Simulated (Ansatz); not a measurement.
System: bcc K. Method: PBEsol (plane waves, PAW; Ansatz, a first-principles code).

A relaxed, unreconstructed slab of the (221) face has 18 atoms, two equal faces of 81.633 Å² each and an energy of -27287.0751 eV. A bulk cell of 18 atoms with the same orientation and in-plane k mesh has -27288.5034 eV. Energies are extrapolated to zero smearing.

Run with plane-wave cutoff 500 eV, 8×8×1 k mesh (along the axes of the cell as run), Fermi–Dirac smearing 0.1 eV, scalar-relativistic PAW data made under PBE.

Worked out: γ = (E_slab − N E_bulk per atom)/2A = [-27287.0751 − 18 × (-27288.5034/18)]/(2 × 81.633) = 0.0087 eV/Å². With 16.022 J/m² per eV/Å² this is 0.14 J/m², or 0.71 eV per surface cell and face.

Note: the run warned of electron density left in the vacuum.
